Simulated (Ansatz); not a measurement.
# Al2H4O: a ladder of functionals and wavefunction methods

How much do the methods differ for Al2H4O? The plan is to run it at one geometry with functionals of several rungs and with coupled cluster, and see how far each lands from CCSD(T) at the basis-set limit for the atomisation energy.

Computed with Ansatz 0.2.0, Gaussian basis. Level: functionals in def2-TZVPP, the program's frozen cores in correlated methods.

Levels to be run: LDA (SPW92), PBE-D4, revPBE-D4, BLYP-D4, r2SCAN-D4, B97M-V, PBE0-D4, B3LYP-D4, r2SCANh-D4, r2SCAN0-D4, HSE06-D4, BHLYP-D4, CAM-B3LYP-D4, LC-ωPBE, ωB97X-V, ωB97M-V, B2PLYP, PBE-QIDH; CCSD(T)/def2-SVP; CCSD(T)/def2-TZVPP; MP2/def2-QZVPP; extrapolation to the limit; RPA on PBE.

2 further runs of the same task are left out: 2 that didn't finish.

### Step 1. The geometry

An earlier PBE0-D4 in a triple-zeta def2 set relaxation fixed the geometry.

SMILES `[AlH2][O][AlH2]`, 7 atoms, charge 0, spin multiplicity 1.

Atoms are counted from 1 here; the program's logs count them from 0.

Bond lengths: Al1–O2 1.682 Å, Al1–H4 1.582 Å, Al1–H5 1.582 Å, O2–Al3 1.682 Å, Al3–H6 1.582 Å, Al3–H7 1.582 Å. Angles: O2–Al1–H4 118.4°, O2–Al1–H5 118.4°, H4–Al1–H5 123.2°, Al1–O2–Al3 179.7°, O2–Al3–H6 118.4°, O2–Al3–H7 118.4°, H6–Al3–H7 123.2°.

### Step 2. LDA

This LDA is Slater exchange with PW92 correlation.

in.yaml reads:

```yaml
crystal:
  periodic: [false, false, false]
  atoms:
    - {symbol: Al, position_ang: [-1.433725, 0.281979, -0.819936]}
    - {symbol: O, position_ang: [0.009263, -0.005481, -0.005915]}
    - {symbol: Al, position_ang: [1.451362, -0.300315, 0.807043]}
    - {symbol: H, position_ang: [-1.371799, 0.981867, -2.237497]}
    - {symbol: H, position_ang: [-2.787314, -0.160937, -0.130883]}
    - {symbol: H, position_ang: [1.995163, 0.804389, 1.800544]}
    - {symbol: H, position_ang: [2.198351, -1.669400, 0.540945]}
basis:
  gaussian: {orbitals: def2-TZVPP}
hamiltonian: {xc: lda}
output: {orbitals: {seedname: orbitals}}
```

Launch:

```sh
$ ansatz run in.yaml --threads 4 --pin off --events-out ev --progress --plain --max-ram 10444MiB
```

Further steps of the session: PBE-D4 (GGA); revPBE-D4 (GGA); BLYP-D4 (GGA); r2SCAN-D4 (meta-GGA); B97M-V (meta-GGA); B3LYP-D4 (hybrid); r2SCANh-D4 (hybrid); r2SCAN0-D4 (hybrid); HSE06-D4 (hybrid); BHLYP-D4 (hybrid); CAM-B3LYP-D4 (range-separated); LC-ωPBE (range-separated); ωB97X-V (range-separated); ωB97M-V (range-separated); B2PLYP (double hybrid); PBE-QIDH (double hybrid); CCSD(T) in def2-SVP; CCSD(T) in def2-TZVPP; MP2 in def2-QZVPP; RPA on PBE orbitals.

**Question.** What will the summary of the whole plan be? Wanted: atomisation energy, CCSD(T)/CBS; farthest beyond LDA; mean size of error, GGA; mean size of error, meta-GGA; mean size of error, hybrid; mean size of error, range-separated; mean size of error, double hybrid; gap, smallest and largest; T1 diagnostic.

As calculated:

```
                               quantity                                      value
        atomisation energy, CCSD(T)/CBS                              2127.2 kJ/mol
 functionals within 10.6 kJ/mol (0.5 %)                      CAM-B3LYP-D4, ωB97X-V
                    farthest beyond LDA                   revPBE-D4 (-96.2 kJ/mol)
                mean size of error, GGA                                64.5 kJ/mol
           mean size of error, meta-GGA                                24.8 kJ/mol
             mean size of error, hybrid                                52.5 kJ/mol
    mean size of error, range-separated                                13.7 kJ/mol
      mean size of error, double hybrid                                47.3 kJ/mol
              gap, smallest and largest  4.95 eV (LDA (SPW92)), 12.00 eV (LC-ωPBE)
                          T1 diagnostic                                     0.0131
triples share of the correlation energy                                      2.9 %
```

In words: The LDA atomisation energy is off by 181.2 kJ/mol (9 %): it overbinds. PBE-D4 misses by -58.4 kJ/mol. Double hybrids carry the basis error of their MP2 part in triple zeta, and no dispersion term here, so their miss is partly the set-up's. Taken by rung, range-separated functionals do best (13.7 kJ/mol on average) and GGA ones worst beyond LDA (64.5 kJ/mol). Misses under about 10.6 kJ/mol are within the doubt on the reference itself, which lacks core-valence correlation, relativity and higher excitations. Hartree-Fock recovers 75 % of the binding; the rest is correlation. CCSD(T) in def2-SVP is off by -135.1 kJ/mol, which most functionals beat. Orbital gaps span 4.9 to 12.0 eV; exact exchange widens them.
